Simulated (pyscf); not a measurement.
HN=SiH₂ (SMILES N=[SiH2]) + SiH₄ (SMILES [SiH4]) → H₂N–SiH₂–SiH₃ (SMILES N[SiH2][SiH3]), an addition across a multiple bond or ene-type step (singlet surface; H–Si broken, H–N, Si–Si formed). Structures and frequencies: ωB97X-D3(BJ)/def2-SVP in PySCF. MP2 and CC: frozen core, UHF for open shells. ΔMP2 is the change of the MP2 total energy from the triple- to the quadruple-zeta basis. Energies in kcal/mol from the separated reactants.

Small-basis levels: PySCF, no dispersion term, spherical d functions. 

**Question.** In single points HF/STO-3G puts the saddle at 88.9 kcal/mol and the reaction energy at -90.2 kcal/mol. Should these be trusted to within a few kcal/mol? Compare with CCSD(T)/def2-TZVPP + ΔMP2(QZVPP).

**Answer.** CCSD(T)/def2-TZVPP + ΔMP2(QZVPP) gives ΔE‡ = 33.8 kcal/mol and ΔE = -50.2 kcal/mol. HF/STO-3G lies 55.1 kcal/mol over it in the barrier and 40.0 kcal/mol under it in the reaction energy, so on this step it does not hold to within 3.0 kcal/mol. CCSD(T)/def2-TZVPP + ΔMP2(QZVPP) has limits of its own. At the saddle there is also a short H–Si contact that neither side keeps. From the product side, H₂N–SiH₂• + SiH₃• lies, by one bond made or cut, 6.4 kcal/mol under this saddle at ωB97M-D3(BJ)/def2-TZVP. HN=SiH₂ lies 18.2 kcal/mol over its isomer H₂N–SiH: [singlet] (electronic energy, ωB97M-D3(BJ)/def2-TZVP). H₂N–SiH₂–SiH₃ lies 14.8 kcal/mol over its isomer H₃Si–NH–SiH₃ (electronic energy, ωB97M-D3(BJ)/def2-TZVP). This is the saddle that the search found; another between the same sides may lie lower. The CCSD(T) − MP2 part came from Ansatz, without density fitting, on the same reference.
